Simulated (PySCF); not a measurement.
**Excitation energies in several basis sets**

Species: C₅H₃F.
InChI=1S/C5H3F/c1-2-4-3-5(4)6/h1,3,5H/t5-/m0/s1

TDDFT with PBE0 (PySCF), vertical singlets, core orbitals frozen in the response, spherical d and f functions. Isolated species at its PBE0-D3(BJ)/def2-SVP geometry, gas phase.

```
      basis  functions  diffuse  S1 (eV)  S2 (eV)  S3 (eV)  S4 (eV)  S5 (eV)  LUMO (eV)  α (au)
     6-31G*         90       no     4.69     5.58     5.99     6.44     7.03      -1.13    48.0
   def2-SVP         99       no     4.67     5.54     5.96     6.40     6.97      -1.43    50.5
    6-31+G*        114      yes     4.66     5.45     6.01     6.26     6.98      -1.54    56.0
  def2-SVPD        147      yes     4.66     5.47     6.01     6.30     6.98      -1.59    59.3
aug-cc-pVDZ        165      yes     4.64     5.41     5.97     6.23     6.89      -1.58    60.8
  def2-TZVP        204       no     4.64     5.44     5.97     6.27     6.95      -1.53    57.2
 def2-TZVPD        252      yes     4.63     5.41     5.97     6.24     6.94      -1.58    61.0
```

Question: How much do these states and the polarisability depend on the basis?

Answer: States are compared by their number. Against the largest diffuse basis here (def2-TZVPD, itself not a converged limit), sets without diffuse functions differ by up to 0.06 eV in S1 and 0.09 eV in S5; the smaller diffuse sets differ by up to 0.03 and 0.05 eV. State by state, the largest deviation of a set without diffuse functions is S1 0.06, S2 0.17, S3 0.03, S4 0.21, S5 0.09 eV. The same number needn't mean the same state in each row. Against def2-TZVPD the polarisability deviates by -21% in 6-31G*, -17% in def2-SVP, -8% in 6-31+G*, -3% in def2-SVPD, 0% in aug-cc-pVDZ, -6% in def2-TZVP. A single + in a Pople set puts diffuse functions on heavy atoms only.
